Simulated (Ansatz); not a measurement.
A made-up structure of LiAlHCl, singlet:

```xyz
4
angstrom
Li -2.4926 0.0002 0.2655
Al 0.0909 0.1891 -0.1249
Cl -2.1647 -2.2088 0.8157
H 1.1050 1.2086 -0.8539
```

It is relaxed with PBE-D4/def2-SVP and then PBE0-D4/def2-TZVP (Ansatz 0.2.0). Atoms count as bonded within 1.22 times the sum of their covalent radii (H–H: 0.88 Å). The end point is not checked to be a true minimum.

(1) Does its bonding change? (Judge from chemistry; the calculation decides.)

## Answers

(1) The calculation gives: Yes. Formed: Al2–Cl3; broken: none.

Where it ends: The first stage lowers the energy by 1.44 eV in 12 steps. It ends as LiAlHCl ([Li]1[AlH][Cl]1):
```json
{"atom": "Li1", "x (Å)": "-2.8055", "y (Å)": "-0.0948", "z (Å)": "0.4892"}
{"atom": "Al2", "x (Å)": "-0.4976", "y (Å)": "0.5930", "z (Å)": "-0.2270"}
{"atom": "Cl3", "x (Å)": "-1.2161", "y (Å)": "-1.5962", "z (Å)": "0.3945"}
{"atom": "H4", "x (Å)": "1.0578", "y (Å)": "0.2869", "z (Å)": "-0.5544"}
```

Labels in which every atom is bracketed show which atoms are joined, not bond orders.

For scale, one of the runs: PBE0-D4/def2-TZVP relaxation, 94 basis functions, launched by `ansatz run in.yaml --threads 2 --pin off --events-out ev --progress --plain --max-ram 4352MiB`. The run took about 4.4 s on 2 CPU threads of an Arm Neoverse V2 (shared host).
